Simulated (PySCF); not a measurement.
An unknown shows these calculated signals:

¹H NMR (400 MHz, computed): δ 4.81 (m, 1H), 1.25 (m, 6H).

¹³C{¹H} NMR (computed): δ 92.1 (CH), 25.0 (CH3).

Theoretical values (PySCF 2.14.0 with density-fitted response routines): coordinates at the PBE0-D3(BJ)/def2-TZVP level, shielding tensors at B97-2/pcSseg-2 (GIAO). Relativity neglected, gas phase, one averaged value for each set of equivalent atoms, single conformer.

Scale: ¹H and ¹³C vs TMS (reference shieldings calculated alike).

**Question.** Which of these does the molecule contain: a carboxylic acid, a benzene ring, a (CH3)2CH unit, an aldehyde?

**Answer.** 
- A carboxylic acid: no.
- A benzene ring: no.
- A (CH3)2CH unit: yes (δC 25.0, 92.1; δH 1.25 (m), 4.81 (m)).
- An aldehyde: no.

The data belong to `CC(C)F`, C3H7F; they needn't prove each group on their own.

Carbon signals by region: 1 at 50–100 ppm, 1 below 50 ppm.

Splittings by ¹⁹F in the carbon and heteronuclear signals aren't shown, as no couplings were computed. Shifts are as computed. Against solution values, carbons near 30 ppm lie about +3 ppm off and those near 130 ppm about +7 ppm. Of 1211 compounds with measured shifts, 218 miss one by over three times the rms of a fit or turn the order of signals round; such compounds aren't used in these exercises. No couplings were computed; multiplicities are counted from neighbouring protons, with m where these are inequivalent, close in shift, in a saturated or five-membered ring or joined by F or P, and br s for small geminal =CH2 splittings.
